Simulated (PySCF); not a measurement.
# Worked example: CH$_{2}$⁺, doublet against CH$_{2}$, triplet

Geometry (PBE0/def2-TZVP stationary point of a triplet), kept for both states (CH2, triplet: B1; CH2⁺, doublet: A1):

```xyz
3

C     0.0000   -0.0596    0.0000
H     0.0000    0.3549   -0.9962
H     0.0000    0.3549    0.9962
```

Basis cc-pVTZ; PySCF 2.14.0. Only valence electrons are correlated (noble-gas cores frozen). Prefix R: restricted or restricted open-shell reference; prefix U: unrestricted.

Full CI isn't at hand for all of this; RCCSDT serves as the reference. It lacks quadruple excitations. The frozen core follows each run's orbitals, which can shift R against U totals by a few meV.

```
   level  E(CH2, triplet) (hartree)  E(CH2⁺, doublet) (hartree)
     UHF                 -38.937594                  -38.581385
    UMP2                 -39.055374                  -38.676293
UCCSD(T)                 -39.077830                  -38.698104
     PBE                 -39.103867                  -38.716094
 wB97M-V                 -39.136810                  -38.758295
  RCCSDT                 -39.078251                  -38.698489
```

Q: Give the vertical gap, CH2⁺ doublet less CH2 triplet, at each level in eV (1 hartree = 27.2114 eV), and each error against RCCSDT.

A: RCCSDT: (-38.698489 − (-39.078251)) × 27.2114 = 10.334 eV (the reference)
wB97M-V: (-38.758295 − (-39.136810)) × 27.2114 = 10.300 eV, error -0.034 eV
PBE: (-38.716094 − (-39.103867)) × 27.2114 = 10.552 eV, error 0.218 eV
UCCSD(T): (-38.698104 − (-39.077830)) × 27.2114 = 10.333 eV, error -0.001 eV
UMP2: (-38.676293 − (-39.055374)) × 27.2114 = 10.315 eV, error -0.019 eV
UHF: (-38.581385 − (-38.937594)) × 27.2114 = 9.693 eV, error -0.641 eV

Total energies of functionals can't be set beside those of wave-function methods, since they hold the core's correlation and their own absolute errors; only the differences compare.

The reference still carries a basis error, for a change of charge of the order of 0.1 eV, so smaller errors of functionals can't be ranked.

Each level lands on the state that its own search finds. T1 diagnostics of restricted CCSD: 0.021 and 0.015.
